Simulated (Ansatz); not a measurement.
Species: CCl4, net charge 0, singlet state. SMILES: ClC(Cl)(Cl)Cl
Geometry: optimised at B3LYP-D3(BJ)/def2-TZVP (Ansatz, a first-principles code).

HF/STO-3G beside other levels, property by property. Terms: no dispersion term unless named; six Cartesian d functions in 6-31G* and its kin unless marked 5d; valence correlation only; atomisation electronic, to ground-state atoms; spin-orbit terms left out; UHF or UKS for open shells; non-relativistic. CBS marks a two-point X^-3 extrapolation of the correlation energy; Hartree-Fock from the larger set. [CCSD(T)-MP2]/basis is that difference in the basis named. First-principles rows: single points at B3LYP-D3(BJ) geometries (Ansatz), with unscaled harmonic terms from B3LYP/6-31G* (Ansatz) at its own minima, enthalpies of formation by atomisation with measured atoms.

Measured values: Active Thermochemical Tables 1.112 (ions: stationary electron), as tabulated in the package chemicals; they hold spin-orbit and core effects, anharmonicity. Coupled cluster (Ansatz) is a level with limits of its own, used here on species with T1 under 0.025 (0.045 for open shells) and stable references: (a) RI-MP2/CBS(aug-cc-pV(T+d)Z,aug-cc-pV(Q+d)Z)+[CCSD(T)-MP2]/aug-cc-pV(T+d)Z; (b) RI-MP2/CBS(cc-pV(T+d)Z,cc-pV(Q+d)Z)+[CCSD(T)-MP2]/cc-pV(T+d)Z.

```
property                                                                       HF/STO-3G (Ansatz)  HF/6-31G* (Ansatz)  PBE/6-31G* (Ansatz)  B3LYP/6-31G* (Ansatz)            to compare with
-----------------------------------------------------------------------------  ------------------  ------------------  -------------------  ---------------------  -------------------------
enthalpy of formation at 298 K (kcal/mol)                                                    96.8               119.2                -37.4                   -0.7             -23.3 measured
atomisation energy (kcal/mol)                                                               192.9               170.5                327.1                  290.3  314.6 coupled cluster (a)
C-Cl bond dissociation enthalpy at 298 K, to Cl[C](Cl)Cl + Cl atom (kcal/mol)                40.2                29.7                 66.3                   58.7   69.9 coupled cluster (b)
```

As the rows show:
- enthalpy of formation at 298 K: HF/STO-3G lies 120.1 kcal/mol above the measured value.
- atomisation energy: HF/STO-3G lies 121.7 kcal/mol below coupled cluster.
- C-Cl bond dissociation enthalpy at 298 K, to Cl[C](Cl)Cl + Cl atom: HF/STO-3G lies 29.7 kcal/mol below coupled cluster.

The properties are those with a value to compare with, at most eight drawn at random. No case is left out for the size of its miss. Left out are saddle points of the reference geometry, anions that the best level run finds unbound, excited spin states, species near biochemistry, 298 K rows of species without real B3LYP wavenumbers, cases with under five habitual levels, runs that failed or that the program found above a lower state of the same kind, table entries that another table contradicts, and a share of species set aside by lot.
